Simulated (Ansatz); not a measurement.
Which is lower?

Two isomers of CH₄AlB, singlet, relaxed at PBE0-D4/def2-TZVP (vibrations not checked).

A:

| atom | x (Å) | y (Å) | z (Å) |
| --- | --- | --- | --- |
| B1 | -0.6839 | -0.9517 | -1.1395 |
| C2 | -1.0342 | 0.0582 | -0.1434 |
| Al3 | 0.7469 | -0.0266 | 0.1309 |
| H4 | 0.5947 | -1.2267 | -1.1691 |
| H5 | -1.9941 | 0.4798 | 0.1063 |
| H6 | -1.2242 | -1.6255 | -1.9629 |
| H7 | 2.2504 | 0.0921 | 0.5635 |

B:

```xyz
7
angstrom
C 0.2170 -0.8633 1.3249
B 0.0295 -0.1115 0.1730
Al -0.2534 1.0097 -1.5492
H -1.2950 2.2050 -1.5373
H 0.5761 0.6559 -2.8532
H -0.3235 -0.6688 2.2484
H 0.9159 -1.6950 1.3769
```

Ansatz 0.2.0; basis: def2-TZVPP; cores frozen in the correlated methods. B3LYP uses VWN-RPA correlation.

Q: Which structure is lower at CCSD(T), and by how much? (Judge from chemistry; the value comes from the calculation.)

A: By the calculation: A, by 0.921 eV (electronic energy, against the other). By their contacts, A is CH₄AlB ([H]1[BH]2[CH][AlH]12) and B is CH₄AlB ([CH2][B][AlH2]).

All methods give the same order:

```json
{"method": "PBE-D4", "E(B) − E(A) (eV)": "1.014"}
{"method": "r2SCAN-D4", "E(B) − E(A) (eV)": "1.034"}
{"method": "PBE0-D4", "E(B) − E(A) (eV)": "1.024"}
{"method": "B3LYP-D4", "E(B) − E(A) (eV)": "0.819"}
{"method": "wB97M-V", "E(B) − E(A) (eV)": "0.985"}
{"method": "HF", "E(B) − E(A) (eV)": "0.505"}
{"method": "MP2", "E(B) − E(A) (eV)": "1.120"}
{"method": "CCSD", "E(B) − E(A) (eV)": "0.848"}
{"method": "CCSD(T)", "E(B) − E(A) (eV)": "0.921"}
```

No T1 diagnostic of these runs exceeds 0.015. The restricted Hartree–Fock reference is unstable towards an unrestricted one at one or more of these structures.

Labels in which every atom is bracketed show which atoms are joined, not bond orders.
